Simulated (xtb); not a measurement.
xtb single point, GFN2-xTB, GBSA implicit methanol, on trimethylamine, C3H9N (SMILES CN(C)C), charge 0, multiplicity 1.

```
xtb m.xyz --gfn 2 --chrg 0 --uhf 0 --norestart --sp --gbsa methanol

13

C     -0.595992    -1.251845    -0.330650
N     -0.066656     0.022431    -0.767122
C      1.301550     0.201146    -0.330669
C     -0.905562     1.117855    -0.330711
H     -0.638638    -1.342707     0.767122
H      0.031962    -2.051510    -0.720742
H     -1.602455    -1.375176    -0.728153
H      1.401258     0.212278     0.767119
H      1.680945     1.143682    -0.722761
H      1.911501    -0.609943    -0.725977
H     -0.965452     1.198425     0.767078
H     -0.507517     2.051510    -0.725587
H     -1.911501     0.975657    -0.723218
```

It prints:

```

          ...................................................
          :                      SETUP                      :
          :.................................................:
          :  # basis functions                  25          :
          :  # atomic orbitals                  25          :
          :  # shells                           17          :
          :  # electrons                        26          :
          :  max. iterations                   250          :
          :  Hamiltonian                  GFN2-xTB          :
          :  restarted?                      false          :
          :  GBSA solvation                   true          :
          :  PC potential                    false          :
          :  electronic temp.          300.0000000     K    :
          :  accuracy                    1.0000000          :
          :  -> integral cutoff          0.2500000E+02      :
          :  -> integral neglect         0.1000000E-07      :
          :  -> SCF convergence          0.1000000E-05 Eh   :
          :  -> wf. convergence          0.1000000E-03 e    :
          :  Broyden damping             0.4000000          :
          :  net charge                          0          :
          :  unpaired electrons                  0          :
          ...................................................

 iter      E             dE          RMSdq      gap      omega  full diag
   1    -14.0930208 -0.140930E+02  0.282E+00   11.11       0.0  T
   2    -14.1115372 -0.185164E-01  0.162E+00   10.98       1.0  T
   3    -14.1122176 -0.680468E-03  0.668E-01   10.96       1.0  T
   4    -14.1122885 -0.708178E-04  0.843E-02   10.91       1.0  T
   5    -14.1122939 -0.543622E-05  0.386E-02   10.90       1.0  T
   6    -14.1122940 -0.951050E-07  0.172E-03   10.90      16.1  T
   7    -14.1122940 -0.751554E-08  0.643E-04   10.91      43.1  T
   8    -14.1122940 -0.718186E-09  0.142E-04   10.91     195.9  T

   *** convergence criteria satisfied after 8 iterations ***

         #    Occupation            Energy/Eh            Energy/eV
      -------------------------------------------------------------
         1        2.0000           -0.6377655             -17.3545
       ...           ...                  ...                  ...
         7        2.0000           -0.5170090             -14.0685
         8        2.0000           -0.4721809             -12.8487
         9        2.0000           -0.4721591             -12.8481
        10        2.0000           -0.4535757             -12.3424
        11        2.0000           -0.4499804             -12.2446
        12        2.0000           -0.4499564             -12.2439
        13        2.0000           -0.3491256              -9.5002 (HOMO)
        14                          0.0516267               1.4048 (LUMO)
        15                          0.1068396               2.9073
        16                          0.1069774               2.9110
        17                          0.1256727               3.4197
        18                          0.1776439               4.8339
       ...                                ...                  ...
        25                          0.2657625               7.2318
      -------------------------------------------------------------
                  HL-Gap            0.4007523 Eh           10.9050 eV
             Fermi-level           -0.1487494 Eh           -4.0477 eV


         :::::::::::::::::::::::::::::::::::::::::::::::::::::
         ::                     SUMMARY                     ::
         :::::::::::::::::::::::::::::::::::::::::::::::::::::
         :: total energy             -13.929131392594 Eh    ::
         :: total w/o Gsasa/hb       -13.925109816878 Eh    ::
         :: gradient norm              0.002215032796 Eh/a0 ::
         :: HOMO-LUMO gap             10.905024367924 eV    ::
         ::.................................................::
         :: SCC energy               -14.112288412706 Eh    ::
         :: -> isotropic ES            0.007038010358 Eh    ::
         :: -> anisotropic ES          0.004819306005 Eh    ::
         :: -> anisotropic XC          0.012188703147 Eh    ::
         :: -> dispersion             -0.005991720904 Eh    ::
         :: -> Gsolv                  -0.004497210120 Eh    ::
         ::    -> Gelec               -0.000475634404 Eh    ::
         ::    -> Gsasa               -0.007079205951 Eh    ::
         ::    -> Ghb                 -0.000299299287 Eh    ::
         ::    -> Gshift               0.003356929523 Eh    ::
         :: repulsion energy           0.183157020112 Eh    ::
         :: add. restraining           0.000000000000 Eh    ::
         :: total charge              -0.000000000000 e     ::
         :::::::::::::::::::::::::::::::::::::::::::::::::::::

           -------------------------------------------------
          |                Property Printout                |
[... lines cut ...]
        21                          0.2130112               5.7963
        22                          0.2131957               5.8013
        23                          0.2516337               6.8473
        24                          0.2656512               7.2287
        25                          0.2657625               7.2318
      -------------------------------------------------------------
                  HL-Gap            0.4007523 Eh           10.9050 eV
             Fermi-level           -0.1487494 Eh           -4.0477 eV

     #   Z          covCN         q      C6AA      α(0)
     1   6 C        3.718    -0.033    21.292     6.592
     2   7 N        2.723    -0.183    24.955     7.419
     3   6 C        3.718    -0.033    21.292     6.592
     4   6 C        3.718    -0.033    21.292     6.591
     5   1 H        0.923     0.011     2.876     2.652
     6   1 H        0.925     0.042     2.426     2.436
     7   1 H        0.925     0.042     2.426     2.436
     8   1 H        0.923     0.011     2.877     2.652
     9   1 H        0.925     0.042     2.426     2.436
    10   1 H        0.925     0.042     2.426     2.436
    11   1 H        0.923     0.011     2.877     2.653
    12   1 H        0.925     0.042     2.426     2.436
    13   1 H        0.925     0.042     2.426     2.436

 Mol. C6AA /au·bohr⁶  :       1103.541860
 Mol. C8AA /au·bohr⁸  :      21868.026329
 Mol. α(0) /au        :         49.766129

Wiberg/Mayer (AO) data.
largest (>0.10) Wiberg bond orders for each atom

 ---------------------------------------------------------------------------
     #   Z sym  total        # sym  WBO       # sym  WBO       # sym  WBO
 ---------------------------------------------------------------------------
     1   6 C    3.987 --     2 N    1.017     6 H    0.983     7 H    0.983
                             5 H    0.973
     2   7 N    3.119 --     4 C    1.017     3 C    1.017     1 C    1.017
     3   6 C    3.987 --     2 N    1.017     9 H    0.983    10 H    0.983
                             8 H    0.973
     4   6 C    3.987 --     2 N    1.017    13 H    0.983    12 H    0.983
                            11 H    0.973
     5   1 H    1.000 --     1 C    0.973
     6   1 H    0.998 --     1 C    0.983
     7   1 H    0.998 --     1 C    0.983
     8   1 H    1.000 --     3 C    0.973
     9   1 H    0.998 --     3 C    0.983
    10   1 H    0.998 --     3 C    0.983
    11   1 H    1.000 --     4 C    0.973
    12   1 H    0.998 --     4 C    0.983
    13   1 H    0.998 --     4 C    0.983
 ---------------------------------------------------------------------------


molecular dipole:
                 x           y           z       tot (Debye)
 q only:        0.000      -0.000       0.032
   full:        0.000      -0.000       0.360       0.915
molecular quadrupole (traceless):
                xx          xy          yy          xz          yz          zz
 q only:        0.799      -0.000       0.800      -0.006       0.002      -1.599
  q+dip:        0.890      -0.001       0.889      -0.068       0.023      -1.779
   full:        1.209      -0.001       1.209      -0.068       0.023      -2.418

           -------------------------------------------------
          | TOTAL ENERGY              -13.929131392594 Eh   |
          | GRADIENT NORM               0.002215032796 Eh/α |
          | HOMO-LUMO GAP              10.905024367924 eV   |
           -------------------------------------------------
```

The total energy is -379.03 eV, -0.12 eV from the same level's vacuum run.
